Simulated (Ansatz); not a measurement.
We consider bcc K, described by PBE-D3(BJ) in Ansatz (PAW).

Settings: plane-wave cutoff 520 eV, 16×16×16 k mesh, Fermi–Dirac smearing 0.05 eV, scalar-relativistic PAW data made under PBE.

Pressure at four volumes; x = ln(V/68.846 Å³). One pressure is withheld.

```csv
V (Å³/atom),x,P (GPa)
64.715,-0.0619,?
66.092,-0.0408,0.180
68.846,0.0000,-0.002
72.977,0.0583,-0.219
```

Pass a parabola P(x) through the three rows shown, estimate the bulk modulus and its pressure derivative near zero pressure, and predict the withheld pressure.

Slopes between the rows: (-0.002 − (0.180))/(0.0000 − (-0.0408)) = -4.46 and (-0.219 − (-0.002))/(0.0583 − (0.0000)) = -3.72 GPa. Their difference over the span 0.0991 is c = 0.74/0.0991 = 7.5 GPa, so P(x) = 0.180 + (-4.46)(x − (-0.0408)) + 7.5 (x − (-0.0408))(x − (0.0000)). At the middle row B = −dP/dx = −[-4.46 + 7.5 × 0.0408] = 4.2 GPa, and B′ = dB/dP = 2c/B = 3.6. At x = -0.0619 the parabola gives 0.284 GPa; the run gives 0.285 GPa. The Birch–Murnaghan fit to the energies at all volumes has B0 = 4.2 GPa and B′ = 3.7.

Measured, for comparison: bulk modulus 3.8 GPa (corrected for temperature and zero-point phonon effects; as tabulated in Levämäki et al. (2014), arXiv:1402.3671). Computed less measured: bulk modulus +11 %.

Ansatz is a first-principles code.
